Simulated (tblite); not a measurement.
Input of a run (GFN2-xTB geometry optimisation, gas phase (tblite 0.8.0)), started from a force field or distance geometry:
```
{"job": {"kind": "relax", "xc": "GFN2-xTB", "basis": "xTB"}, "charge": 0, "multiplicity": 1}
C      0.050800     1.345800    -1.128500
P     -0.156100     0.218000     0.197900
C     -1.090900    -1.177800    -0.337600
C      1.437100    -0.386400     0.681600
N     -0.919300     0.953900     1.541000
H      0.530300     0.868200    -1.980800
H      0.651100     2.210600    -0.832700
H     -0.921000     1.727200    -1.465600
H     -1.211700    -1.915100     0.459500
H     -0.616000    -1.669400    -1.181600
H     -2.100500    -0.864600    -0.666300
H      1.933400    -0.887700    -0.148800
H      2.075900     0.423200     1.043100
H      1.355000    -1.123200     1.498900
H     -1.022400     0.285300     2.298000
```

Output (eV, eV/Å):
```
step      E/eV     max force
  0    -460.45367    7.931
  1    -461.14466    1.669
  2    -461.18555    0.554
  3    -461.20223    0.614
  4    -461.21811    0.409
  5    -461.22755    0.285
  6    -461.23790    0.354
  7    -461.24929    0.385
  8    -461.25821    0.318
  9    -461.26498    0.243
 10    -461.27010    0.219
 11    -461.27536    0.210
 12    -461.28132    0.234
 13    -461.28662    0.249
 14    -461.29084    0.190
 15    -461.29399    0.104
 16    -461.29608    0.094
 17    -461.29748    0.089
 18    -461.29829    0.059
 19    -461.29881    0.054
 20    -461.29929    0.056
 21    -461.29976    0.050
 22    -461.30009    0.049
 23    -461.30029    0.033
 24    -461.30044    0.030
 25    -461.30059    0.028
 26    -461.30070    0.020
 27    -461.30077    0.018
 28    -461.30083    0.026
 29    -461.30095    0.035
 30    -461.30113    0.044
 31    -461.30133    0.044
 32    -461.30145    0.028
 33    -461.30150    0.012
 34    -461.30152    0.013
 35    -461.30154    0.011
 36    -461.30155    0.006
```

Task: Summarise the run.

Result: The energy falls by 0.848 eV over 36 L-BFGS steps, the largest force on an atom goes from 7.93 to 0.006 eV/Å, and the atoms move by 0.124 Å rms after alignment. The bond that changes most is P2=N5 (ends: phosphorus bonded to 3 C and N; nitrogen bonded to P and H), which shortens by 0.155 Å. Bonds longer at the end by more than 0.005 Å: 3 of 14; shorter: 6. Among the angles that change most is C4–P2–N5, from 109.5° to 119.5°. Among the dihedrals that turn most is N5–P2–C3–H11, from 62° to 52°. The energy never rose by more than 1e-5 eV on the way. The first step brought 81 % of the lowering.

Task: What are the final bond lengths?

Result: C1–P2 1.816 Å, P2–C3 1.853 Å, P2–C4 1.853 Å, P2=N5 1.556 Å, C1–H6 1.087 Å, C1–H7 1.087 Å, C1–H8 1.087 Å, C3–H9 1.089 Å, C3–H10 1.086 Å, C3–H11 1.089 Å, C4–H12 1.086 Å, C4–H13 1.089 Å, C4–H14 1.089 Å, N5–H15 1.010 Å. Numbering counts from 1 in the input's order; the species is `CP(C)(C)=N`.

Hardware: x86-64 server, one thread (shared host).

Its GFN2-xTB frequencies are all real (lowest 112 cm⁻¹). 2 starts were optimised and ended at 0.00 and 0.02 kcal/mol (GFN2-xTB); the lowest of these is shown.

All values are computed, not measured.
